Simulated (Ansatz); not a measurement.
Pd: a prediction, then the measurements

Method: DFT r2SCAN, scalar-relativistic, plane waves, PAW (Ansatz 0.2.0).

Cutoff 500 eV; k points 18×18×18 on the computed 1-atom cell (Γ-centred); Gaussian smearing, width 0.10 eV; no spin polarisation.

Relaxed structure, symmetry kept:

```xyz
1
Lattice="0.0000 1.9537 1.9537 1.9537 0.0000 1.9537 1.9537 1.9537 0.0000" Properties=species:S:1:pos:R:3 pbc="T T T"
Pd    0.0000    0.0000    0.0000
```

| Property | Result |
| --- | --- |
| Space group | Fm-3m (No. 225) |
| Volume per atom | 14.91 Å³ |
| Formation energy from the elements' standard states (uncorrected) | +0.010 eV/atom |
| Generalised Kohn–Sham band gap | none (metal) |
| Density of states at the Fermi level | 2.16 states/eV per cell |
| Löwdin character within 0.5 eV of the Fermi level | Pd 4d 93 %, unprojected 7 % |
| Bulk modulus | 186 GPa |
| Its pressure derivative | 5.5 |
| Bader charges (e) | Pd (1 in the cell) 0.00 |

**Measured values to compare with.**

From “Dislocation healing during hydrogen absorption and desorption in palladium”, 2022, arxiv:2204.14071, for a bulk crystal of Pd at 293.15 K: lattice constant a 3.8902 ± 0.0006 Å.

A measured lattice constant a of Pd is 3.8902 Å (293.15 K; quoted in the paper above); the calculated 3.907 Å misses it by +0.4 %. The calculation is for 0 K without zero-point motion.

Cost: 6 runs of about 0.98 core-minutes in all, on Arm Neoverse V2 (shared hosts).